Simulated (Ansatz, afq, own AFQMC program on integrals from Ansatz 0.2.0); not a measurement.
Two steps: Ansatz 0.2.0 writes the Fock matrix and Cholesky factors of the valence space, and afq projects on them the lowest state that overlaps trial and start.

```yaml
crystal:
  periodic: [false, false, false]
  atoms:
    - {symbol: Si, position_ang: [-1.843498, 0.000000, 0.000000]}
    - {symbol: H, position_ang: [-2.338370, 1.399708, 0.000001]}
    - {symbol: H, position_ang: [-2.338369, -0.699854, 1.212183]}
    - {symbol: H, position_ang: [-2.338370, -0.699854, -1.212182]}
    - {symbol: H, position_ang: [-0.358883, 0.000000, 0.000000]}
    - {symbol: S, position_ang: [1.846502, 0.000000, 0.000000]}
basis:
  gaussian: {orbitals: cc-pVTZ}
magnetization: {spin_polarized: true, initial_magnetization: 2}
correlation: {method: ccsd_t, electrons: outside_noble_gas, hamiltonian_folder: ham}
```

```sh
$ ansatz run in.yaml --threads 1 --pin off --events-out ev --progress --plain --max-ram 24576MiB --backend cuda --devices 0, --max-vram 18GiB
```

Options of the walk:

```
--method phaseless --trial cisd --walkers 600 --populations 10 --least-time 60 --time-step 0.005 --steps-per-block 50 --equilibration-blocks 28 --max-blocks 4000 --target-error 0.00022 --factor-cut 1e-05 --start spin_pure --seed 5212 --release-times 0.24,0.51,0.99,1.62,2.4 --release-step 0.03 --release-every 3 --taylor-order 6
```

Times are imaginary, in 1/Eh. The walk had a cap of 235 s. With eight or more populations the least sampling time is a fifth of least-time, and the error comes from their spread.

afq prints:

```
orbitals 114  electrons 8 6  factors 684 of 695
reference energy -688.76006961 Eh
CCSD correlation -0.31811610 Eh in 10 cycles, weight of the determinant in the CISD state 0.8545
energy of the start -689.077627 Eh
 block  time / (1/Eh)  mean weight  energy / Eh
     1     0.250  0.9999  -689.071485
     2     0.500  0.9990  -689.074003
     3     0.750  0.9994  -689.077409
     4     1.000  1.0000  -689.081083
     5     1.250  0.9998  -689.083609
     7     1.750  0.9999  -689.085786
     9     2.250  1.0001  -689.088865
    17     4.250  0.9998  -689.089113
    33     8.250  1.0004  -689.089081
    49    12.250  1.0002  -689.088873
    65    16.250  1.0015  -689.088136
    81    20.250  1.0006  -689.088481
    97    24.250  1.0002  -689.087546
   113    28.250  1.0005  -689.088492
   129    32.250  1.0012  -689.089928
   145    36.250  1.0002  -689.088635
   161    40.250  0.9998  -689.087933
   177    44.250  0.9986  -689.088424
   193    48.250  1.0000  -689.088495
   209    52.250  0.9996  -689.090061
   225    56.250  0.9990  -689.089605
   241    60.250  0.9989  -689.089776
   257    64.250  1.0002  -689.088905
   273    68.250  0.9994  -689.087169
   289    72.250  0.9992  -689.090538
   305    76.250  1.0004  -689.085742
   321    80.250  1.0009  -689.087263
error from the spread of 10 populations
released: time / (1/Eh)  energy / Eh  error  mean overlap
  0.24  -689.088795  0.000158  0.9989
  0.51  -689.089108  0.000108  0.9932
  0.99  -689.088840  0.000144  0.9990
  1.62  -689.088963  0.000229  0.9893
  2.40  -689.089100  0.000267  0.9887
energy -689.088615 +/- 0.000253 Eh
(rows thinned)
```

The run passed its tests (sampling time, drift between the halves within three errors, error under three times the target), which doesn't prove that it has relaxed, ending at its cap on processor time.

Against this walk (error 6.9 meV) on the same determinant: CCSD(T) 30.9 meV higher. The error is statistical and leaves out the bias of the constraint. Released to 2.40 1/Eh the energy moves by -13 ± 10 meV (both errors), within twice the noise.

Cautions: constraint bias not in the error; error above the target (6.9 against 6.0 meV); lower spins were not checked.

The walk took 4.5 min on 1 × NVIDIA H100 80GB HBM3 with 2 threads of AMD EPYC 7R13 Processor (Zen 3), on a shared host (the card was shared). The log's last line is the phaseless energy.

A walk keeps the symmetry of its determinant, which the program's search chose and which needn't be the lowest solution, so a lower state of the same spin and another symmetry isn't excluded.
